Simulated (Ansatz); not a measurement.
C₃H₃NO, SMILES `C=C(O)C#N`. The species carries charge 0 and has multiplicity 1. The geometry is a stationary point of PBE0-D4/def2-TZVP. It is one conformer, not always the lowest.

```xyz
8

C    -0.456   -1.185    0.092
C     0.108   -0.004   -0.141
O     0.971    0.200   -1.166
C    -0.167    1.133    0.687
N    -0.353    2.077    1.320
H    -1.138   -1.304    0.920
H    -0.235   -2.032   -0.544
H     1.271    1.114   -1.169
```

(1) What is the dipole moment at ωB97M-V/def2-TZVPP? (An estimate is asked.)

(2) And with PBE, r2SCAN, B3LYP? (Estimate.)

(3) Give the Mulliken charges with ωB97M-V, r2SCAN, PBE in def2-TZVPP. (Estimate.)

Answers

(1) Computed: 2.10 D, with components (0.57, -1.50, -1.35) D in this frame, pointing from negative to positive charge.

(2) Ansatz gave: PBE 2.17 D, r2SCAN 2.22 D, B3LYP 2.16 D.

(3) Ansatz gave: 
| atom | ωB97M-V | r2SCAN | PBE |
| --- | --- | --- | --- |
| C1 | -0.23 | -0.24 | -0.24 |
| C2 | 0.27 | 0.31 | 0.27 |
| O3 | -0.26 | -0.30 | -0.23 |
| C4 | -0.20 | -0.16 | -0.31 |
| N5 | -0.01 | -0.04 | 0.08 |
| H6 | 0.12 | 0.10 | 0.12 |
| H7 | 0.11 | 0.11 | 0.11 |
| H8 | 0.19 | 0.22 | 0.21 |

B3LYP here is the variant with VWN-RPA as its local correlation; programs differ in this.
